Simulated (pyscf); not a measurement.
Optimised with ωB97X-D3(BJ)/def2-SVP in PySCF.

Question: Estimate the classical barrier height and the reaction energy of H₃C–GaH–CH₃ + ethylene (H₂C=CH₂) → H₃C–CH₂–Ga(CH₃)–CH₃ at ωB97M-D3(BJ)/def2-TZVP. The step runs on the singlet surface, breaks Ga–H and forms C–Ga, C–H; take the separated reactants as zero.

Answer: ΔE‡ = 0.38 eV, ΔE = -1.29 eV. Zero-point energy shifts the barrier by +0.10 eV. It is an addition across a multiple bond or ene-type step, with an imaginary mode of 776i cm⁻¹. On the reactant side the descent ends in a bound adduct, 0.44 eV under the separated species and 0.70 eV under the saddle at ωB97X-D3(BJ)/def2-TZVP. At the saddle there is also a short C–Ga contact that neither side keeps. At ωB97X-D3(BJ) the barrier from the zero used here is 0.26 eV. One saddle was located; it need not be the lowest between these sides. Elements up to Kr have no core potential and no relativistic terms here.
